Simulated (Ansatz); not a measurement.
A run of Ansatz (development build ahead of 0.2.0) on singlet SiO at this shape:

```tsv
atom	x (Å)	y (Å)	z (Å)
Si	-0.0310	-0.0385	-0.6987
O	-0.0253	-0.0463	1.1919
```

Its results:

* Converged: yes
* Total energy: -363.63165 hartree
* Spin squared of the determinant: 0.000

**Question.** Which input gives this output? Name the method, the orbitals and the basis set, and write the input.

**Answer.** RHF in 6-31G. An unrestricted run that stays on the closed shell gives the same numbers.

```yaml
crystal:
  periodic: [false, false, false]
  atoms:
    - { symbol: Si, position_ang: [-0.03102, -0.03852, -0.69869] }
    - { symbol: O, position_ang: [-0.02527, -0.04626, 1.19193] }
basis:
  gaussian: { orbitals: "6-31G" }
hamiltonian:
  xc: hf
```

Caution: stretched shape with no unrestricted run beside it, a lower state can exist.
